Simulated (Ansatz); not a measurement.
Complex (SMILES): F (HF) with F (HF), atoms 1 to 2 the first; geometry from NCB31 set, monomers rigid:
```xyz
4

F      1.3237    -0.0902     0.0000
H      1.7404     0.7334     0.0000
F     -1.4572     0.0193     0.0000
H     -0.5393    -0.0947     0.0001
```

Basis-set convergence of the counterpoise-corrected interaction energy at PBE0 with Ansatz (a quantum-chemistry and plane-wave program). Cartesian d functions, on some or all atoms, in 6-31G*, 6-31+G*; all else is spherical. The program fits the integrals of some runs and decomposes those of others, by size. No added dispersion term, no relativity. Functions are those of the species that has most. Reference: the value in aug-cc-pV5Z, -4.65 kcal/mol. Deviations are taken from unrounded values.

```
basis        functions  counterpoise-corrected interaction energy (kcal/mol)
-----------  ---------  ----------------------------------------------------
6-31G*              34                                                 -5.51
6-31+G*             42                                                 -4.90
cc-pVDZ             38                                                 -5.05
aug-cc-pVDZ         64                                                 -4.56
def2-SVP            38                                                 -5.20
def2-SVPD           62                                                 -4.71
pcseg-1             38                                                 -5.14
aug-pcseg-1         64                                                 -4.65
6-311G**            48                                                 -5.14
6-311+G**           56                                                 -4.75
def2-TZVP           74                                                 -4.85
def2-TZVPD          98                                                 -4.56
cc-pVTZ             88                                                 -4.81
aug-cc-pVTZ        138                                                 -4.57
pcseg-2             88                                                 -4.69
aug-pcseg-2        138                                                 -4.64
def2-TZVPP          90                                                 -4.72
def2-TZVPPD        114                                                 -4.59
cc-pVQZ            170                                                 -4.75
aug-cc-pVQZ        252                                                 -4.64
def2-QZVPP         174                                                 -4.67
def2-QZVPPD        198                                                 -4.64
pcseg-3            186                                                 -4.64
aug-pcseg-3        268                                                 -4.64
cc-pV5Z            292                                                 -4.67
aug-cc-pV5Z        414                                                 -4.65
```

What the diffuse functions change, pair by pair:
- 6-31G* to 6-31+G*: 8 more functions, deviation -0.87 to -0.25 kcal/mol
- cc-pVDZ to aug-cc-pVDZ: 26 more functions, deviation -0.41 to 0.09 kcal/mol
- def2-SVP to def2-SVPD: 24 more functions, deviation -0.56 to -0.06 kcal/mol
- pcseg-1 to aug-pcseg-1: 26 more functions, deviation -0.49 to -0.01 kcal/mol
- 6-311G** to 6-311+G**: 8 more functions, deviation -0.49 to -0.11 kcal/mol
- def2-TZVP to def2-TZVPD: 24 more functions, deviation -0.20 to 0.09 kcal/mol
- cc-pVTZ to aug-cc-pVTZ: 50 more functions, deviation -0.16 to 0.07 kcal/mol
- pcseg-2 to aug-pcseg-2: 50 more functions, deviation -0.05 to 0.01 kcal/mol
- def2-TZVPP to def2-TZVPPD: 24 more functions, deviation -0.07 to 0.06 kcal/mol
- cc-pVQZ to aug-cc-pVQZ: 82 more functions, deviation -0.10 to 0.01 kcal/mol
- def2-QZVPP to def2-QZVPPD: 24 more functions, deviation -0.03 to 0.01 kcal/mol
- pcseg-3 to aug-pcseg-3: 82 more functions, deviation 0.00 to 0.00 kcal/mol
- cc-pV5Z to aug-cc-pV5Z: 122 more functions, deviation -0.02 to 0.00 kcal/mol

Leaving out the reference's own pair, they bring the value nearer the reference by more than 0.01 kcal/mol in 11 of 12 pairs.
